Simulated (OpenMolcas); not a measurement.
# HOF (SMILES OF): levels of theory compared

Wanted: a comparison of 6 runs (B3LYP/6-31G*, BHLYP/aug-cc-pVTZ, M06-L/aug-cc-pVTZ, PBE/aug-cc-pVTZ, r2SCAN/aug-cc-pVTZ, CCSD(T)/aug-cc-pVTZ) of HOF. 

The results are computed with OpenMolcas 26.06.

1 further run of the same task is left out (set aside as unsound or not needed).

### 1 The system as given

HOF: 3 atoms, total charge 0, spin state singlet. As SMILES, `OF`. One bond was lengthened or shortened from a relaxed shape.

Bond lengths: O1–F2 1.406 Å, O1–H3 1.115 Å. Angles: F2–O1–H3 99.1°.

### 2 A single-point energy at B3LYP/6-31G(d) (Cartesian functions) (run 1)

The input, mol.xyz:

```xyz
3

O      0.526465    -0.121265     0.279571
F     -0.126035     1.103695     0.052261
H     -0.208690    -0.804280    -0.205350
```

The input, job.input:

```
>>> EXPORT MOLCAS_PRINT=2

&GATEWAY
  BASLIB = $CurrDir
  COORD = mol.xyz
  BASIS = 6-31Gs
  GROUP = NoSym

&SEWARD
  GRIDINPUT
  Grid=UltraFine
  End of Grid

&SCF
  KSDFT = B3LYP
  THRESHOLDS = 1e-10 1e-07 1e-07 1e-05
  PRORBITALS = 1 2
```

The basis set 6-31G* is read from a file made from the Basis Set Exchange's data (not shown).

The run is started by

```bash
$ export MOLCAS_MEM=1860
$ pymolcas job.input > job.log
```

The log of the run:

```text
--- Start Module: gateway ---
[...]
--- Stop Module: gateway /rc=_RC_ALL_IS_WELL_ ---
--- Start Module: seward ---
[...]
      Basis functions           32
--- Stop Module: seward /rc=_RC_ALL_IS_WELL_ ---
--- Start Module: scf ---
[...]
       Convergence after  13 Iterations
[...]
::    Total KS-DFT energy                            -175.5100282582
[...]
      Total spin, S                                     0.0000000000
[...]
      Total electronic charge=   18.000000
      Total            charge=   -0.000000
[...]
      Dipole Moment (debye):
      Origin of the operator (angstrom)=    0.1615    0.5060    0.1460
                   X= -1.0059E+00               Y= -1.6229E+00               Z= -7.3984E-01           Total=  2.0477E+00
      Quadrupole Moment (debye*angstrom):
[...]
--- Stop Module: scf /rc=_RC_ALL_IS_WELL_ ---
[...]
```

It took 4.8 s on 1 thread of Arm Neoverse V1, shared host; peak memory 0.37 GiB.

### 3 The energy at BHLYP/aug-cc-pVTZ (run 2)

The input, mol.inp:

```
&GATEWAY
  BasLib
  $CurrDir
  Coord
  3
  bohr
  O      0.99487466    -0.22915764     0.52831262
  F     -0.23817163     2.08568128     0.09875898
  H     -0.39436694    -1.51986893    -0.38805526
  Basis
  aug-cc-pVTZ
  Group
  NoSym

&SEWARD
  GridInput
  Grid=UltraFine
  End of Grid

&SCF
  KSDFT
  HYB_GGA_XC_BHANDHLYP
  Thresholds
  1e-10 1e-07 1e-07 1e-05
  PrOrbitals
  1 1
```

The basis set aug-cc-pVTZ is read from a file made from the Basis Set Exchange's data (not shown).

The run is started by

```bash
$ export MOLCAS_MEM=1860
$ pymolcas mol.inp > mol.log
```

The log of the run:

```text
--- Start Module: gateway ---
[...]
--- Stop Module: gateway /rc=_RC_ALL_IS_WELL_ ---
--- Start Module: seward ---
[...]
      Basis functions          115
--- Stop Module: seward /rc=_RC_ALL_IS_WELL_ ---
[...]
--- Start Module: scf ---
[...]
       Convergence after  13 Iterations
[...]
::    Total KS-DFT energy                            -175.5108007555
[...]
      Total spin, S                                     0.0000000000
[...]
      Total electronic charge=   18.000000
      Total            charge=   -0.000000
[...]
      Dipole Moment (debye):
      Origin of the operator (angstrom)=    0.1615    0.5060    0.1460
                   X= -9.4082E-01               Y= -1.8032E+00               Z= -7.2363E-01           Total=  2.1588E+00
      Quadrupole Moment (debye*angstrom):
[...]
--- Stop Module: scf /rc=_RC_ALL_IS_WELL_ ---
[...]
```

It took 29 s on 1 thread of Arm Neoverse V1, shared host; peak memory 0.7 GiB.

Runs 3 to 4 aren't shown in full; the table further down has their settings and results.

### 4 A single-point energy at r2SCAN/aug-cc-pVTZ (run 5)

The input, test.inp:

```
* FHO Kohn-Sham DFT
&GATEWAY
BasLib = $CurrDir
Coord
3
angstrom
O        0.526465      -0.121265       0.279571
F       -0.126035       1.103695       0.052261
H       -0.208690      -0.804280      -0.205350
Basis = aug-cc-pVTZ
Group = NoSym
&SEWARD
GridInput
Grid=UltraFine
End of Grid
&SCF
KSDFT = 2
1.0 MGGA_X_R2SCAN
1.0 MGGA_C_R2SCAN
Thresholds = 1e-10 1e-07 1e-07 1e-05
PrOrbitals = 1 2
```

The basis set aug-cc-pVTZ is read from a file made from the Basis Set Exchange's data (not shown).

The run is started by

```bash
$ export MOLCAS_MEM=1860
$ pymolcas test.inp > test.log
```

The log of the run:

```text
--- Start Module: gateway ---
[...]
--- Stop Module: gateway /rc=_RC_ALL_IS_WELL_ ---
--- Start Module: seward ---
[...]
      Basis functions          115
--- Stop Module: seward /rc=_RC_ALL_IS_WELL_ ---
[...]
--- Start Module: scf ---
[...]
       Convergence after  13 Iterations
[...]
::    Total KS-DFT energy                            -175.5196406490
[...]
      Total spin, S                                     0.0000000000
[...]
      Total electronic charge=   18.000000
      Total            charge=   -0.000000
[...]
      Dipole Moment (debye):
      Origin of the operator (angstrom)=    0.1615    0.5060    0.1460
                   X= -9.0147E-01               Y= -1.6232E+00               Z= -6.8176E-01           Total=  1.9779E+00
      Quadrupole Moment (debye*angstrom):
[...]
--- Stop Module: scf /rc=_RC_ALL_IS_WELL_ ---
[...]
```

Wall time 37 s (1 thread of Arm Neoverse V1, shared host); peak memory 0.7 GiB.

### 5 The energy at CCSD(T)/aug-cc-pVTZ (Cholesky decomposition) (run 6)

The input, run.input:

```
&GATEWAY
  BasLib = $CurrDir
  Coord
  3
  angstrom
  O        0.526465      -0.121265       0.279571
  F       -0.126035       1.103695       0.052261
  H       -0.208690      -0.804280      -0.205350
  Basis = aug-cc-pVTZ
  Group = NoSym

&SEWARD
  High

&SCF
  Thresholds = 1e-10 1e-07 1e-07 1e-05
  PrOrbitals = 1 1

&CHCC
  Frozen = 2
  Threshold = 1e-08
  MaxIterations = 80

&CHT3
  Frozen = 2
```

The basis set aug-cc-pVTZ is read from a file made from the Basis Set Exchange's data (not shown).

The run is started by

```bash
$ export MOLCAS_MEM=1860
$ pymolcas run.input > run.log
```

The log of the run:

```text
--- Start Module: gateway ---
[...]
--- Stop Module: gateway /rc=_RC_ALL_IS_WELL_ ---
[...]
      Basis functions          115
[...]
       Convergence after  13 Iterations
[...]
::    Total SCF energy                               -174.7887403275
[...]
      Total spin, S                                     0.0000000000
[...]
      Total electronic charge=   18.000000
      Total            charge=   -0.000000
[...]
      Dipole Moment (debye):
      Origin of the operator (angstrom)=    0.1615    0.5060    0.1460
                   X= -9.5107E-01               Y= -1.9754E+00               Z= -7.4843E-01           Total=  2.3166E+00
      Quadrupole Moment (debye*angstrom):
[...]
--- Start Module: chcc ---
[...]
--- Stop Module: chcc /rc=_RC_ALL_IS_WELL_ ---
[...]
--- Start Module: cht3 ---
[...]
--- Stop Module: cht3 /rc=_RC_ALL_IS_WELL_ ---
[...]
```

It took 6.9 min on 1 thread of Arm Neoverse V1, shared host; peak memory 0.3 GiB.

### 6 All runs side by side

| run | level | Cartesian functions | integral approximation | energy (Eh) | dipole moment (D) of the reference | HOMO energy (eV) | LUMO energy (eV) | wall time |
| --- | --- | --- | --- | --- | --- | --- | --- | --- |
| 1 | B3LYP/6-31G* (Cartesian functions) | yes | none | -175.510028 | 2.05 | -8.13 | -0.65 | 4.8 s |
| 2 | BHLYP/aug-cc-pVTZ | no | none | -175.510801 | 2.16 | -11.21 | -0.43 | 29 s |
| 3 | M06-L/aug-cc-pVTZ | no | none | -175.559485 | 1.96 | -7.35 | -2.14 | 38 s |
| 4 | PBE/aug-cc-pVTZ | no | none | -175.435934 | 1.92 | -7.05 | -2.77 | 30 s |
| 5 | r2SCAN/aug-cc-pVTZ | no | none | -175.519641 | 1.98 | -7.48 | -2.34 | 37 s |
| 6 | CCSD(T)/aug-cc-pVTZ (Cholesky decomposition) | no | CD high | -175.337002 | 2.32 | -14.56 | 0.69 | 6.9 min |

### 7 What came out

| quantity | value |
| --- | --- |
| run 6: total energy | -175.33700 Eh |
| run 6: dipole moment (mean-field density) | 2.32 D |
| run 6: HOMO energy (Hartree–Fock orbitals) | -14.56 eV |
| run 6: LUMO energy (Hartree–Fock orbitals) | 0.69 eV |
| run 6: HOMO–LUMO gap (Hartree–Fock orbitals) | 15.25 eV |
| run 6: correlation energy (2 core orbitals frozen) | -548.3 mEh |
| run 6: (T) correction | -20.22 mEh |

In words: Over runs 1, 2, 3, 4, 5 the dipole moment (its size) runs from 1.92 D (PBE/aug-cc-pVTZ) to 2.16 D (BHLYP/aug-cc-pVTZ). Over runs 1, 2, 3, 4, 5 the HOMO–LUMO gap runs from 4.28 eV (PBE/aug-cc-pVTZ) to 10.77 eV (BHLYP/aug-cc-pVTZ). Totals of different functionals can't be ranked against each other. All runs together took 9.2 min, the longest 6.9 min.
